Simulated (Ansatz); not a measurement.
# How far each method lies from UCCSDT(Q) for O–CH$_{2}$⁺, doublet

Geometry: that of the O–CH2, singlet, kept fixed.

```xyz
4

O     0.0000    0.0000    0.5979
C     0.0000    0.0000   -0.5975
H     0.0000   -0.9400   -1.1855
H     0.0000    0.9400   -1.1855
```

Basis cc-pVDZ; Ansatz 0.2.0. Only valence electrons are correlated (noble-gas cores frozen), which leaves 11 electrons in 36 orbitals. R marks a restricted (for open shells ROHF) determinant, U an unrestricted one. Active spaces: valence = (11e, 10o) chosen from the atoms' valence shells.

Full CI isn't at hand for all of this; UCCSDT(Q) serves as the reference, and is uncertain by about the last step of the cluster series. The frozen core follows each run's orbitals, which can shift R against U totals by a few meV.

For open shells CISD is restricted-active-space CI with the open shells as a complete middle space.

The UHF ⟨S²⟩ is 0.786 and the T1 diagnostic (RCCSD) is 0.0447. The largest doubles amplitude (RCCSD) is 0.095. The T1 diagnostic (UCCSD) is 0.0389.

```
   level  E − E(RHF) (eV)
     UHF          -0.2033
    RMP2          -7.2980
    UMP2          -7.3109
   RCCSD          -8.1709
   UCCSD          -8.1757
RCCSD(T)          -8.4190
UCCSD(T)          -8.4165
```

Task: Estimate how far UCCSDT(Q) in cc-pVDZ lies from RCCSD(T). The table doesn't fix it; the size of (T) and the diagnostics are the guide.

Result: UCCSDT(Q) in cc-pVDZ lies 4.6 kJ/mol below RCCSD(T), which is 19 % of the (T) step (-23.9 kJ/mol). T1 is raised, but (T) still catches most of what CCSD lacks. The miss exceeds 1 kcal/mol.

The other levels:

```csv
level,E − E(UCCSDT(Q)) (kJ/mol),share of correlation (%),wall time
CISD,87.1,89.33,2.1 s
BCCD(T),4.9,99.40,1.4 s
RCCSDT,2.2,99.72,–
UCCSDT,2.2,99.73,–
RCCSDT(Q),0.2,99.97,16 s
CASSCF (valence space),474.0,41.98,–
NEVPT2 (valence space),85.4,89.54,4.6 s
MRCISD (valence space),23.8,97.09,–
MRCISD+Q (valence space),2.9,99.65,22 s (H100)
```

The correlation energy at UCCSDT(Q), counted from RHF, is -8.467 eV. That run took 15 s on 1 thread of AMD EPYC 7R13, shared host.

Times hold each run's SCF and search for its determinant on a shared host, so for small cases they say little of a method's own cost; rows without a card ran on 1 thread of AMD EPYC 7R13.

Natural occupations of CASSCF (valence space) about the gap: 1.983 1.975 1.966 1.940 1.010 0.063 0.025 0.023 0.018; effectively unpaired electrons, Σ n²(2−n)², 1.04.
